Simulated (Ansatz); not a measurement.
**[SiH₃···H···CH₂], triplet along the distance Si1-H5**

Starting geometry:

```yaml
atoms:
  - { symbol: Si, position_ang: [-0.9103, 0.0000, 0.0000] }
  - { symbol: H, position_ang: [-1.4051, 1.3997, 0.0000] }
  - { symbol: H, position_ang: [-1.4051, -0.6999, 1.2122] }
  - { symbol: H, position_ang: [-1.4051, -0.6999, -1.2122] }
  - { symbol: H, position_ang: [0.5743, 0.0000, 0.0000] }
  - { symbol: C, position_ang: [2.0247, 0.0000, 0.0000] }
  - { symbol: H, position_ang: [2.4392, 0.0000, 0.9962] }
  - { symbol: H, position_ang: [2.4392, 0.0000, -0.9962] }
```

From there H5 is moved from one fragment to the other while all else, the fragments' distance too, stays fixed; atoms are numbered as listed. Energies are in kcal/mol, counted from the starting geometry at the same level.

Basis cc-pVDZ; Ansatz 0.2.0. Correlated methods freeze the noble-gas cores. R marks a restricted (for open shells ROHF) determinant, U an unrestricted one.

For open shells CISD is restricted-active-space CI with the open shells as a complete middle space.

Full CI isn't at hand for all of this; UCCSDT(Q) serves as the reference, and is uncertain by about the last step of the cluster series. The frozen core follows each run's orbitals, which can shift R against U totals by a few meV.

```csv
distance Si1-H5 (Å),UCCSDT(Q),error UMP2,error CISD,error RCCSD,error UCCSD(T),error BCCD(T),error RCCSDT
1.485,0.0,0.0,0.0,0.0,0.0,0.0,0.0
1.536,-1.9,0.1,0.4,0.1,0.0,0.0,0.0
1.639,-5.9,0.0,0.7,0.3,0.0,0.0,0.0
1.742,-10.0,-0.5,0.4,0.2,0.0,0.0,0.0
1.845,-11.6,-1.1,-0.3,-0.1,0.0,0.0,0.0
```

Errors are those of relative energies. In total energy the starting point itself misses UCCSDT(Q) by: UMP2 36.4, CISD 21.1, RCCSD 4.6, UCCSD(T) 0.9, BCCD(T) 0.9, RCCSDT 0.2 kcal/mol.

Spread of the error over the points with a reference, to 1.845 Å (largest less smallest): RCCSDT 0.0, BCCD(T) 0.1, UCCSD(T) 0.1, RCCSD 0.3, CISD 1.0, UMP2 1.2 kcal/mol.
